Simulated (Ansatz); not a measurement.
# HNa: the cost of one run

Method: RKS r2SCAN-D4/aug-cc-pVTZ; program: Ansatz 0.2.0.

## Step 1: Reference run: NaH, relaxed

File input.yaml:

```yaml
crystal:
  periodic: [false, false, false]
  atoms:
    - { symbol: H, position_ang: [0.0, 0.0, 0.0] }
    - { symbol: Na, position_ang: [1.97, 0.0, 0.0] }
basis:
  gaussian: { orbitals: aug-cc-pVTZ }
hamiltonian:
  xc: r2scan
  dispersion: d4
output:
  forces: true
relax:
  f_tol: 0.003
  max_steps: 120
```

The run is started by

```console
$ ansatz run input.yaml --threads 1 --pin off --max-ram 2560MiB --backend cpu --events-out ev --progress --plain --runs-dir out
```

Q: Estimate wall time and peak memory on 1 thread of Intel Xeon 6975P-C (Granite Rapids), shared host.

About 4 s, with a peak of 0.13 GiB.
